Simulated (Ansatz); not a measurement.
Basis-set extrapolation for `FC1CCCO1` (PBE0-D4/def2-TZVP geometry, frozen core, the Gaussian-basis code of Ansatz). Multiplicity 1, RHF reference.

|  | def2-TZVPP | def2-QZVPP |
| --- | --- | --- |
| HF | -329.981961 | -329.996677 |
| MP2 correlation | -1.154921 | -1.240803 |
| CCSD(T) correlation | -1.236778 | not run |

Energies in hartree. Use E(X) = E(∞) + A·exp(−7.88·√X) for Hartree–Fock and E(X) = E(∞) + B·X^(−2.97) for correlation, with X = 3 and 4, and add CCSD(T) minus MP2 of the smaller set to the MP2 limit.

What is the CCSD(T) energy at the basis-set limit?

HF limit: -329.996677 + (-0.014716) × 0.13774 = -329.99870. MP2 limit: -1.240803 + (-0.085882) × 0.74074 = -1.30442. Higher-order term: -1.236778 − (-1.154921) = -0.08186. Total: -331.38498 hartree, 436.5 kJ/mol below CCSD(T)/def2-TZVPP.
